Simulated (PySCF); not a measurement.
Molfile (atoms numbered from 1):
```
C2Cl2O2
     RDKit          3D

  6  5  0  0  0  0  0  0  0  0999 V2000
   -0.9499    1.3720   -0.4970 O   0  0  0  0  0  0  0  0  0  0  0  0
   -0.7126    0.2731   -0.1379 C   0  0  0  0  0  0  0  0  0  0  0  0
   -1.9243   -0.9467    0.1593 Cl  0  0  0  0  0  0  0  0  0  0  0  0
    0.7132   -0.2723    0.1308 C   0  0  0  0  0  0  0  0  0  0  0  0
    0.9513   -1.3707    0.4909 O   0  0  0  0  0  0  0  0  0  0  0  0
    1.9254    0.9467   -0.1677 Cl  0  0  0  0  0  0  0  0  0  0  0  0
  1  2  2  0
  2  3  1  0
  2  4  1  0
  4  5  2  0
  4  6  1  0
M  END
```

Geometry: PBE0-D3(BJ)/def2-SVP; GIAO shifts from PySCF 2.14.0 with density-fitted response routines, gas phase, non-relativistic, averaged over equivalent atoms.

At PBE0/pcSseg-1 (116 basis functions, 6.9 s wall time on 1 thread of an Arm Neoverse V1, shared host):
```json
{"atoms": "O1/O5", "δ (ppm)": "615.3"}
{"atoms": "C2/C4", "δ (ppm)": "167.6"}
{"atoms": "Cl3/Cl6", "δ (ppm)": "436.6"}
```

Shifts are taken against calculated references (same method and geometry level): H2O for $^{17}$O (334.56 ppm); $^{13}$C (184.41 ppm) against TMS; $^{35}$Cl (943.27 ppm) against HCl.

Predict the values at WP04/pcSseg-2 on the same geometry.

Results:


```tsv
atoms	δ at WP04/pcSseg-2	change
O1/O5	587.4	-27.9
C2/C4	178.6	+11.0
Cl3/Cl6	460.4	+23.8
```

δ = σ(ref) − σ, references computed at the same level: $^{17}$O (σref 314.06) vs H2O; TMS for $^{13}$C (σref 172.10); $^{35}$Cl (σref 900.48) against HCl.

The largest change is at O1/O5 (carbonyl oxygen). Cost: 230 basis functions, 20 s wall time on 1 thread of an Arm Neoverse V1, shared host.

Carbons that carry Cl, above all several Cl atoms, come out too deshielded, partly because spin–orbit coupling is missing. Unscaled 17O shifts of doubly bonded oxygen tend to come out too high, by tens of ppm or more. Experimental scales use liquid or dissolved standards, which lie at an offset from isolated H2O (liquid H2O: subtract about 36 ppm).
